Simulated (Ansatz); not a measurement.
Reaction (formal loss of a carbene): `CC[SiH2]CC` → `CC[SiH2]C` + `[CH2]` (triplet)

Gas-phase electronic energies from Ansatz, PBE0-D4/def2-TZVP geometries. CCSD(T)/CBS adds triple-zeta CCSD(T) − MP2 to the extrapolated MP2 energy (def2 sets, frozen cores). This one scheme is used for every species. DFT in def2-TZVPP. B3LYP here is the variant with VWN-RPA as its local correlation; programs differ in this. Triplets are unrestricted, without spin–orbit coupling. One conformer a species, not always the lowest.

| level | ΔE (kJ/mol) | difference from CCSD(T)/CBS |
| --- | --- | --- |
| PBE-D4 | 430.6 | 5.7 |
| r2SCAN-D4 | 400.2 | -24.7 |
| B97M-V | 422.7 | -2.2 |
| r2SCAN0-D4 | 397.0 | -27.9 |
| ωB97X-V | 435.2 | 10.3 |
| r2SCAN | 397.8 | -27.1 |
| B3LYP | 404.5 | -20.4 |
| CAM-B3LYP | 413.9 | -11.0 |
| HF/def2-SVP | 283.3 | -141.6 |
| HF/def2-TZVPP | 274.9 | -150.0 |
| CCSD(T)/CBS | 424.9 | 0 |

Largest T1 diagnostic among the species: 0.011.

From BLYP to BHLYP (50 % exact exchange), in def2-TZVPP and without D4, ΔE moves by −3.8 kJ/mol. In def2-TZVPP, CCSD(T) changes the Hartree–Fock value by +139.0 kJ/mol (the triples alone add +11.4 kJ/mol) and MP2 by +151.7 kJ/mol. The D4 term adds +12.5 kJ/mol with B3LYP and +7.0 kJ/mol with PBE0; it sums over pairs of atoms, weighted by their polarisabilities, and B3LYP, whose exchange is more repulsive, gets the larger term.

CCSD(T)/CBS has its own doubt, a few kJ/mol and more with outer-core shells, so smaller differences from it don't rank the levels.
